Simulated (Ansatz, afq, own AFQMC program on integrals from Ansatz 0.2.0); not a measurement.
Two steps: Ansatz 0.2.0 writes the Fock matrix and Cholesky factors of the valence space, and afq projects on them the lowest state that overlaps trial and start.

```yaml
crystal:
  periodic: [false, false, false]
  atoms:
    - {symbol: Ge, position_ang: [0.000000, 0.112929, 1.195106]}
    - {symbol: Ge, position_ang: [0.000000, -0.111136, -1.201106]}
    - {symbol: H, position_ang: [0.000000, 1.546414, 1.862270]}
    - {symbol: H, position_ang: [0.000000, -1.675628, -1.429909]}
basis:
  gaussian: {orbitals: cc-pVDZ}
magnetization: {spin_polarized: true, initial_magnetization: 2}
correlation: {method: ccsd_t, electrons: outside_noble_gas, hamiltonian_folder: ham}
```

```sh
$ ansatz run in.yaml --threads 1 --pin off --events-out ev --progress --plain --max-ram 1382MiB
```

afq runs on the folder ham with

```
--method phaseless --trial hf --walkers 120 --populations 1 --least-time 40 --time-step 0.005 --steps-per-block 20 --equilibration-blocks 112 --max-blocks 600 --target-error 0.00114 --factor-cut 1e-05 --start spin_pure --seed 2993 --taylor-order 6
```

Times are imaginary, in 1/Eh. The walk had a cap of 1086 s. Filled inner d shells are frozen with the cores.

Log:

```
orbitals 36  electrons 6 4  factors 294 of 742
reference energy -4151.77047351 Eh
CCSD correlation -0.18123706 Eh in 13 cycles, weight of the determinant in the CISD state 0.8430
energy of the start -4151.770928 Eh
 block  time / (1/Eh)  mean weight  energy / Eh
     1     0.100  1.0000  -4151.796325
     2     0.200  1.0014  -4151.816839
     3     0.300  1.0008  -4151.836314
     4     0.400  1.0000  -4151.854771
     5     0.500  1.0018  -4151.867628
    10     1.000  0.9990  -4151.900897
    86     8.600  0.9997  -4151.967552
   103    10.300  1.0007  -4151.985502
   171    17.100  0.9996  -4151.957651
   256    25.600  0.9998  -4151.968266
   341    34.100  1.0002  -4151.946068
   375    37.500  0.9996  -4151.939287
   426    42.600  1.0006  -4151.947908
   511    51.100  0.9998  -4151.946498
   596    59.600  0.9990  -4151.947258
   681    68.100  0.9990  -4151.957720
   698    69.800  0.9998  -4151.961552
blocks merged  error / Eh  count
     1  0.000410  600
     2  0.000551  300
     4  0.000718  150
     8  0.000929  75
    16  0.001103  37
    32  0.001292  18
    64  0.001734  9
energy -4151.955550 +/- 0.001292 Eh
(rows thinned)
```

The run passed its tests (sampling time, drift between the halves within three errors, error under three times the target), which doesn't prove that it has relaxed. The second half of the sampling lies above the first by 1.6 errors of their difference, so the energy may still be moving and its error bar be too small.

Against this walk (error 35.2 meV) on the same determinant: CCSD(T) 84.7 meV lower, CCSDT(Q) 146.7 meV lower, a separate phaseless walk with a CISD trial and standard settings 104.8 ± 37.1 meV lower. The error is statistical and leaves out the bias of the constraint. CCSDT(Q) is the surest value here, so the walk's 147 meV above it is most likely the bias of the constraint with this trial, which can have either sign.

Cautions: constraint bias not in the error; error above the target (35.2 against 31.0 meV); no relativity below Rb; no spin-orbit coupling; inner d shell frozen; lower spins were not checked.

The walk took 3.3 min on 1 thread of Arm Neoverse V2 (shared host). The log's last line is the phaseless energy.

CCSDT and higher add their correlation energy to the determinant of the CCSD(T) run, since their own runs factorise the integrals more tightly (a shift of under 2 meV). A walk keeps the symmetry of its determinant, which the program's search chose and which needn't be the lowest solution, so a lower state of the same spin and another symmetry isn't excluded.
